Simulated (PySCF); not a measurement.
**butane: calculation against experiment**

**Measured values to compare with.**

NIST CCCBDB Release 22 (SRD 101), experimental polarizabilities lists, for the gas: mean polarisability 8.02 Å³.

How close the calculation comes is told at the end.

Butane, C₄H₁₀.
Atom-mapped SMILES: `[CH3:1][CH2:2][CH2:3][CH3:4]` (hydrogens: H5, H6, H7 on C1; H8, H9 on C2; H10, H11 on C3; H12, H13, H14 on C4)

Structure used (PBE0-D3(BJ)/def2-SVP), in Å, numbered top down from 1:
```xyz
14
C4H10 angstrom
C      1.882   -0.515    0.370
C      0.448   -0.070    0.611
C     -0.448   -0.216   -0.611
C     -1.882    0.229   -0.370
H      2.351    0.070   -0.437
H      2.503   -0.397    1.271
H      1.926   -1.576    0.073
H      0.438    0.984    0.942
H      0.015   -0.648    1.448
H     -0.438   -1.271   -0.942
H     -0.015    0.361   -1.448
H     -1.926    1.289   -0.073
H     -2.503    0.110   -1.271
H     -2.351   -0.356    0.437
```

The PySCF runs (gas phase, on this PBE0-D3(BJ)/def2-SVP geometry; no spin–orbit coupling):

```
              level                                                                            job  basis functions  wall time
CAM-B3LYP/def2-SVPD  10 singlets by full TDDFT, 4 Tamm–Dancoff triplets, polarisability, ΔSCF ions              160       71 s
    B3LYP/def2-SVPD  10 singlets by full TDDFT, 4 Tamm–Dancoff triplets, polarisability, ΔSCF ions              160       58 s
BHandHLYP/def2-SVPD  10 singlets by full TDDFT, 4 Tamm–Dancoff triplets, polarisability, ΔSCF ions              160       63 s
       HF/def2-SVPD        10 singlets by TDHF, 4 Tamm–Dancoff triplets, polarisability, ΔSCF ions              160       14 s
  LC-wPBE/def2-SVPD  10 singlets by full TDDFT, 4 Tamm–Dancoff triplets, polarisability, ΔSCF ions              160       92 s
      LDA/def2-SVPD  10 singlets by full TDDFT, 4 Tamm–Dancoff triplets, polarisability, ΔSCF ions              160       60 s
      PBE/def2-SVPD  10 singlets by full TDDFT, 4 Tamm–Dancoff triplets, polarisability, ΔSCF ions              160       77 s
        PBE0/6-31G*             10 singlets by full TDDFT, 4 Tamm–Dancoff triplets, polarisability               76      7.3 s
      PBE0/def2-SVP             10 singlets by full TDDFT, 4 Tamm–Dancoff triplets, polarisability              106       10 s
     PBE0/def2-SVPD  10 singlets by full TDDFT, 4 Tamm–Dancoff triplets, polarisability, ΔSCF ions              160       62 s
     PBE0/def2-TZVP             10 singlets by full TDDFT, 4 Tamm–Dancoff triplets, polarisability              184       22 s
  wB97X-D/def2-SVPD  10 singlets by full TDDFT, 4 Tamm–Dancoff triplets, polarisability, ΔSCF ions              160       67 s
```

Hardware: an Arm Neoverse V1 with one thread (shared host).

All basis functions are spherical.

**Comparison with experiment**

**Mean polarisability.** Measured: 8.02 Å³ (NIST CCCBDB Release 22 (SRD 101), experimental polarizabilities).

```tsv
level	computed (Å³)	computed − measured (Å³)	% (from the printed values)
CAM-B3LYP/def2-SVPD	7.77	-0.25	-3
B3LYP/def2-SVPD	7.87	-0.15	-2
BHandHLYP/def2-SVPD	7.62	-0.40	-5
HF/def2-SVPD	7.37	-0.65	-8
LC-wPBE/def2-SVPD	7.56	-0.46	-6
LDA/def2-SVPD	8.23	+0.21	+3
PBE/def2-SVPD	8.08	+0.06	+1
PBE0/6-31G*	6.56	-1.46	-18
PBE0/def2-SVP	6.84	-1.18	-15
PBE0/def2-SVPD	7.80	-0.22	-3
PBE0/def2-TZVP	7.64	-0.38	-5
wB97X-D/def2-SVPD	7.76	-0.26	-3
```

Closest is PBE/def2-SVPD (+0.06 Å³), furthest PBE0/6-31G* (-1.46 Å³); one molecule doesn't rank methods. The computed values are static and purely electronic, with core orbitals frozen in the response (1 au = 0.148185 Å³). The table of measured values doesn't say here whether a value is static or optical, or holds a vibrational part. The measurement averages over conformers, the calculation has one.

No measured geometry was used, and the causes of the misses weren't examined.
